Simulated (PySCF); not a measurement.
How methods differ on the ionisation energy of Mg

Mg [Ne] 3s2 (1S) → Mg⁺ [Ne] 3s1 (2S), as a difference of total energies. Computed with PySCF 2.14 in def2-SVP (4s3p1d, 18 functions), with the non-relativistic Hamiltonian (point nucleus). Correlated levels: valence: [Ne] frozen. The calculations carry no spin-orbit coupling.

```tsv
method	ionisation energy (eV)
UHF	6.588
B3LYP	7.749
MN15	7.572
MP2 (valence)	7.135
SCS-MP2 (valence)	7.244
CCSD (valence)	7.457
```

**Question.** How much does correlation contribute at MP2 (valence)?

**Answer.** 7.135 − (6.588) = 0.547 eV, measured against UHF.

Errors of the correlated levels include the incompleteness of this basis and the frozen core.

With two correlated electrons CCSD is exact in that space.

For comparison: 7.646 eV (measured; NIST Atomic Spectra Database, ionization energies).
